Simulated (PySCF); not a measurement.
A geometry optimisation, step by step.

Compound: 1,3-propanedithiol, C3H8S2.
Atom-mapped SMILES: `[SH:1][CH2:2][CH2:3][CH2:4][SH:5]` (hydrogens: H6 on S1; H7, H8 on C2; H9, H10 on C3; H11, H12 on C4; H13 on S5)

Computed by this run: PySCF 2.14.0, PBE0-D3(BJ)/def2-TZVP geometry optimisation, gas phase; density fitting, grid level 2; the optimiser is geomeTRIC in internal coordinates, started from a GFN2-xTB structure. The frame can shift and turn from step to step; on so coarse a grid that alone can change the energy by a few meV, and forces under 0.02 eV/Å are noise.

Step 0: E = -24903.0001 eV, largest atomic force 0.676 eV/Å
```
atom  x, y, z in Å  |  force x, y, z in eV/Å
S1     -2.731    0.412    0.430    0.116   0.097   0.380
C2     -0.939    0.633    0.697   -0.461  -0.343  -0.356
C3     -0.149   -0.614    0.332    0.198   0.323   0.274
C4      1.336   -0.439    0.612   -0.030   0.184  -0.546
S5      2.098    0.886   -0.393    0.090   0.017   0.385
H6     -2.666    0.285   -0.894    0.012  -0.020  -0.287
H7     -0.840    0.859    1.759    0.028   0.068   0.060
H8     -0.610    1.496    0.119    0.084  -0.008   0.129
H9     -0.300   -0.847   -0.726   -0.017  -0.059   0.023
H10    -0.517   -1.461    0.917   -0.079  -0.050  -0.039
H11     1.884   -1.360    0.417    0.026  -0.035   0.146
H12     1.505   -0.135    1.645    0.064  -0.045   0.086
H13     1.925    0.286   -1.570   -0.031  -0.128  -0.255
```

Step 1: E = -24903.0131 eV, largest atomic force 0.331 eV/Å
```
atom  x, y, z in Å  |  force x, y, z in eV/Å
S1     -2.566    1.118    0.402   -0.015  -0.107  -0.084
C2     -0.849    0.731    0.825    0.100   0.316  -0.011
C3     -0.298   -0.521    0.182   -0.044  -0.172   0.029
C4      1.159   -0.772    0.538    0.127   0.069   0.095
S5      2.343    0.411   -0.173   -0.115  -0.090  -0.076
H6     -2.404    1.150   -0.934    0.021   0.030   0.091
H7     -0.855    0.639    1.915    0.000  -0.051  -0.021
H8     -0.215    1.591    0.586   -0.046  -0.061  -0.007
H9     -0.398   -0.458   -0.906   -0.021   0.008   0.000
H10    -0.892   -1.385    0.502    0.012   0.042  -0.028
H11     1.469   -1.777    0.253   -0.032  -0.012   0.004
H12     1.311   -0.685    1.620   -0.021  -0.040  -0.051
H13     2.205   -0.006   -1.445    0.034   0.069   0.059
```

Step 2: E = -24903.0188 eV, largest atomic force 0.099 eV/Å
```
atom  x, y, z in Å  |  force x, y, z in eV/Å
S1     -2.563    1.101    0.396   -0.019  -0.051  -0.013
C2     -0.842    0.738    0.820    0.019   0.092   0.029
C3     -0.298   -0.525    0.188   -0.003  -0.054   0.008
C4      1.158   -0.778    0.542    0.050   0.027  -0.033
S5      2.331    0.412   -0.170   -0.006  -0.010   0.036
H6     -2.387    1.156   -0.934    0.002   0.032   0.002
H7     -0.847    0.645    1.910    0.004  -0.003   0.002
H8     -0.214    1.597    0.575   -0.015  -0.027  -0.022
H9     -0.402   -0.465   -0.900    0.004  -0.013  -0.005
H10    -0.896   -1.384    0.511   -0.017   0.026   0.005
H11     1.463   -1.784    0.253   -0.002  -0.008  -0.006
H12     1.312   -0.698    1.622   -0.002  -0.009  -0.005
H13     2.193    0.023   -1.448   -0.015  -0.002   0.003
```

Step 3: E = -24903.0214 eV, largest atomic force 0.069 eV/Å
```
atom  x, y, z in Å  |  force x, y, z in eV/Å
S1     -2.565    1.081    0.392   -0.008  -0.013   0.025
C2     -0.839    0.743    0.815   -0.018  -0.065   0.014
C3     -0.296   -0.529    0.192    0.027   0.028  -0.004
C4      1.162   -0.784    0.543   -0.030  -0.004  -0.028
S5      2.330    0.411   -0.161    0.031   0.013   0.032
H6     -2.384    1.175   -0.934    0.002   0.025  -0.024
H7     -0.840    0.654    1.906    0.005   0.029   0.004
H8     -0.217    1.600    0.558    0.004   0.011  -0.020
H9     -0.403   -0.477   -0.896    0.009  -0.017  -0.003
H10    -0.898   -1.381    0.522   -0.013   0.000   0.017
H11     1.463   -1.790    0.247    0.010   0.006  -0.011
H12     1.318   -0.712    1.622   -0.005  -0.007   0.024
H13     2.178    0.043   -1.442   -0.013  -0.006  -0.025
```

Step 4: E = -24903.0233 eV, largest atomic force 0.125 eV/Å
```
atom  x, y, z in Å  |  force x, y, z in eV/Å
S1     -2.569    1.063    0.391    0.002   0.008   0.020
C2     -0.837    0.743    0.807   -0.029  -0.122  -0.009
C3     -0.293   -0.536    0.196    0.021   0.066  -0.010
C4      1.166   -0.791    0.544   -0.060  -0.024  -0.001
S5      2.332    0.411   -0.148    0.040   0.021   0.016
H6     -2.387    1.207   -0.930   -0.001   0.015  -0.017
H7     -0.829    0.669    1.898    0.012   0.035   0.004
H8     -0.223    1.600    0.532    0.009   0.024  -0.008
H9     -0.404   -0.496   -0.892    0.002  -0.012   0.002
H10    -0.897   -1.382    0.537   -0.002  -0.014   0.015
H11     1.466   -1.795    0.241    0.016   0.011  -0.011
H12     1.320   -0.728    1.625    0.001  -0.001   0.015
H13     2.164    0.071   -1.435   -0.012  -0.007  -0.016
```

Step 5: E = -24903.0246 eV, largest atomic force 0.089 eV/Å
```
atom  x, y, z in Å  |  force x, y, z in eV/Å
S1     -2.573    1.048    0.393    0.006   0.012   0.008
C2     -0.835    0.740    0.795   -0.024  -0.084  -0.019
C3     -0.290   -0.545    0.199    0.004   0.051  -0.005
C4      1.168   -0.798    0.546   -0.043  -0.026   0.022
S5      2.334    0.413   -0.131    0.026   0.015  -0.007
H6     -2.397    1.246   -0.923   -0.001   0.002  -0.004
H7     -0.814    0.686    1.887    0.012   0.023   0.003
H8     -0.230    1.596    0.499    0.007   0.016   0.004
H9     -0.404   -0.520   -0.890    0.001  -0.006   0.003
H10    -0.893   -1.387    0.552    0.005  -0.013   0.005
H11     1.472   -1.798    0.233    0.011   0.010  -0.008
H12     1.321   -0.745    1.628   -0.001   0.001   0.003
H13     2.149    0.101   -1.424   -0.003  -0.001  -0.004
```

Step 6: E = -24903.0249 eV, largest atomic force 0.028 eV/Å
```
atom  x, y, z in Å  |  force x, y, z in eV/Å
S1     -2.574    1.045    0.396    0.004   0.004   0.002
C2     -0.835    0.737    0.790   -0.011  -0.023  -0.012
C3     -0.290   -0.549    0.199   -0.002   0.017  -0.001
C4      1.169   -0.800    0.547   -0.013  -0.013   0.013
S5      2.335    0.415   -0.125    0.007   0.006  -0.005
H6     -2.403    1.260   -0.919    0.000  -0.002   0.001
H7     -0.807    0.693    1.883    0.006   0.006   0.001
H8     -0.232    1.593    0.486    0.003   0.005   0.004
H9     -0.405   -0.529   -0.890    0.000  -0.001   0.001
H10    -0.890   -1.391    0.557    0.003  -0.004   0.000
H11     1.476   -1.798    0.231    0.003   0.004  -0.004
H12     1.319   -0.750    1.630    0.000   0.002  -0.002
H13     2.145    0.111   -1.419    0.000   0.000   0.001
```

Step 7: E = -24903.0250 eV, largest atomic force under 0.02 eV/Å
```
atom  x, y, z in Å  |  force x, y, z in eV/Å
S1     -2.574    1.046    0.397    0.002   0.000   0.001
C2     -0.835    0.736    0.790   -0.004   0.000  -0.003
C3     -0.290   -0.549    0.198    0.000   0.001   0.001
C4      1.168   -0.800    0.548   -0.001  -0.003   0.004
S5      2.335    0.416   -0.124    0.000   0.001  -0.002
H6     -2.405    1.259   -0.917    0.000  -0.001   0.000
H7     -0.805    0.694    1.882    0.002   0.000   0.000
H8     -0.232    1.592    0.485    0.000   0.000   0.001
H9     -0.405   -0.530   -0.891    0.001   0.000   0.000
H10    -0.890   -1.393    0.557    0.000   0.000  -0.001
H11     1.477   -1.797    0.231    0.000   0.001  -0.001
H12     1.318   -0.750    1.630    0.000   0.000  -0.001
H13     2.145    0.112   -1.418    0.001   0.000   0.000
```

Task: Summarise the path.

Result: The energy falls by 0.0249 eV from step 0 to step 7; nine tenths of that is first reached at step 4. It falls at every step. The largest force goes from 0.676 to under 0.02 eV/Å. Among the bonds S1–C2 changes most (a near tie, within 0.001 Å, with another), from 1.825 to 1.810 Å; the atoms move by 0.047 Å rms after alignment.

Task: Follow the three bonds and two angles with the largest change from start to end.

Result: 
| step | E above end (eV) | largest force (eV/Å) | S1–C2 (Å) | C4–S5 (Å) | S1–H6 (Å) | H11–C4–H12 (°) | C3–C4–S5 (°) |
| --- | --- | --- | --- | --- | --- | --- | --- |
| 0 | 0.0249 | 0.676 | 1.825 | 1.829 | 1.332 | 109.1 | 112.9 |
| 1 | 0.0118 | 0.331 | 1.810 | 1.819 | 1.346 | 107.0 | 115.2 |
| 2 | 0.0062 | 0.099 | 1.809 | 1.817 | 1.343 | 106.9 | 114.7 |
| 3 | 0.0036 | 0.069 | 1.809 | 1.814 | 1.342 | 106.8 | 114.7 |
| 4 | 0.0017 | 0.125 | 1.810 | 1.812 | 1.342 | 106.8 | 114.7 |
| 5 | 0.0004 | 0.089 | 1.810 | 1.812 | 1.342 | 106.8 | 114.9 |
| 6 | 0.0000 | 0.028 | 1.810 | 1.814 | 1.343 | 106.8 | 114.9 |
| 7 | 0.0000 | under 0.02 | 1.810 | 1.814 | 1.343 | 106.9 | 114.9 |

The cost below is that of the whole optimisation. Time: 1.8 min wall; peak memory 0.89 GiB. Hardware: an Arm Neoverse V1 with one thread, no GPU (shared host).
